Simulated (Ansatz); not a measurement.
Input for Ansatz (development build ahead of 0.2.0):

```yaml
crystal:
  periodic: [false, false, false]
  atoms:
    - { symbol: O, position_ang: [0.0, 0.0, -1.2075] }
    - { symbol: "N", position_ang: [0.0, 0.0, 0.0] }
    - { symbol: O, position_ang: [0.0, 0.0, 1.2075] }
basis:
  gaussian: { orbitals: def2-SVP }
total_charge: 1
magnetization:
  spin_polarized: true
hamiltonian:
  xc: hf
correlation:
  method: mp2
  frozen_orbitals: { "N": 1, O: 1 }
scf:
  omitted_lower_state_checks: [stability, starts, atomic_configurations, cluster_reference, orbital_swaps, given_window_search, neighbouring_geometries, increment]
```

The input is written out in the form of the current development build from the run's settings.

Output:

| Property | Result |
| --- | --- |
| Converged | yes |
| Reference energy | -203.44261 hartree |
| Correlation energy | -0.62880 hartree |
| Total energy | -204.07141 hartree |
| Spin squared of the determinant | 0.000 |
| Occupied orbitals by symmetry in an Abelian subgroup (alpha; beta) | 4 Ag 3 B1u 1 B2g 1 B2u 1 B3g 1 B3u; 4 Ag 3 B1u 1 B2g 1 B2u 1 B3g 1 B3u |

Messages of the program:
```
mean field -5535.95547514 eV, -203.4426113061 hartree, gradient 5.2e-6 eV, S^2 0.000000; 0 other ends of a descent, 0 dependent functions left out
```

The reference isn't the lowest determinant (another lies 0.32 eV lower), but the same method gives a higher total on the lower determinant.
